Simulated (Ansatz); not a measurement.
The first iterations of a band of C₂H₆S (9 atoms, charge 0, multiplicity 1).

All numbers below come from RKS PBE-D4/STO-3G (Ansatz).

* movable images: 7
* climbing image: from the first iteration
* spring: 5.0 eV/Å²
* optimiser: lbfgs
* start path: IDPP
* force threshold: 0.03 eV/Å
* iteration limit: 60
* end points: relaxed

First end point:

```xyz
9
Properties=species:S:1:pos:R:3
C -0.684 0.352 -0.586
C 0.668 -0.251 -0.099
S 0.557 -1.173 1.482
H -1.447 -0.440 -0.707
H -0.550 0.860 -1.560
H -1.067 1.094 0.140
H 1.038 -0.972 -0.856
H 1.424 0.561 -0.030
H 0.149 -0.076 2.197
```

Last end point:

```xyz
9
Properties=species:S:1:pos:R:3
C -0.807 0.164 -0.505
C 0.579 -0.418 -0.096
S 0.921 -0.355 1.705
H -0.964 0.060 -1.597
H -0.873 1.239 -0.250
H -1.626 -0.366 0.017
H 0.625 -1.488 -0.385
H 1.376 0.106 -0.667
H 0.857 1.013 1.761
```

| iteration | highest image above the first end (eV) | largest band force component (eV/Å) |
| --- | --- | --- |
| 1 | 0.162 | 0.880 |
| 2 | 0.142 | 0.227 |
| 3 | 0.137 | 0.183 |
| 4 | 0.129 | 0.211 |

Task: Does the band converge within its limit, and where does its top end?

Result: The run converged. It ended after 12 iterations with the highest image 0.125 eV above the first end. Another band between the same ends (7 images) ends at a top of the same energy, where a vibrational analysis finds 1 clearly imaginary mode. Limits of this set-up: minimal basis.

Run time: 72 s on 1 thread of Arm Neoverse V2, on a shared host, peak memory 0.085 GiB.
